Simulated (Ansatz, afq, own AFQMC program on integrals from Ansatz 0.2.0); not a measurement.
Atomization energy of PdH2O, triplet

```xyz
4

Pd    0.0079    0.0000    0.3469
O    -0.0996    0.0000   -2.0115
H     0.3739   -0.7694   -2.3471
H     0.3739    0.7694   -2.3471
```

Connectivity, by distances: Pd–OH2.

Atoms in their ground-state spins without spin–orbit coupling (mostly on UHF) minus the molecule (ROHF), without zero-point energy. The geometry is a stationary point, not shown to be a minimum.

Basis def2-SVP with its core potentials. Only valence electrons are correlated. Ansatz 0.2.0 and our own AFQMC program on the same integrals; the CISD trial comes from CCSD amplitudes, and released means the phaseless constraint is let go. Error bars are statistical, one sigma. No spin–orbit coupling. The metal's outer-core s and p shells are frozen, which shifts wave-function levels against functionals. The errors of all members are added in quadrature.

No full CI on the walks' own integrals is used here. The released AFQMC energy serves as the reference, which it does only where one determinant dominates, the energy is flat over the last release times and near the phaseless one (40 meV or 2 meV an electron, half that with transition metals). On small molecules, where full CI could be run and the noise was under 10 meV, such values lay within 10 meV of it in 19 cases of 20, a flattering rate, since the rule was set on those same cases; what remains of the bias isn't in the error bar. Each member takes its own surest rung, up to full CI.

Errors are counted within def2-SVP, not against nature.

Cautions: no spin-orbit coupling; outer-core shells of the metal frozen; PdH₂O (triplet): lower spins were not checked, higher spins were not checked, the released value is read at 1.80 1/Eh, later times being too noisy (meV from the phaseless value at times in 1/Eh: -9 ± 5 at 0.24, -13 ± 5 at 0.60, -9 ± 5 at 1.20, -8 ± 7 at 1.80, -9 ± 13 at 2.60), released reference can be 30 meV off for metals; Pd (singlet): released walk and highest rung disagree.

Reference (AFQMC with the constraint released): 8.864 ± 0.007 eV.

```
        level  atomization energy (eV)  error against released AFQMC (eV)
           HF                    6.770                     -2.094 ± 0.007
          MP2                    8.763                     -0.101 ± 0.007
         CCSD                    8.854                     -0.010 ± 0.007
      CCSD(T)                    8.840                     -0.024 ± 0.007
  ph-AFQMC/HF            8.589 ± 0.037                     -0.274 ± 0.037
ph-AFQMC/CISD            8.845 ± 0.005                     -0.019 ± 0.009
```

Correlation beyond CCSD(T) adds 0.024 ± 0.007 eV. The perturbative (T) step is worth −0.014 eV.

A walk keeps the symmetry of its determinant, which the program's search chose and which needn't be the lowest solution, so a lower state of the same spin and another symmetry isn't excluded. Released energies are given only where the last usable release times agree within the noise; a slower fall can still hide under it.
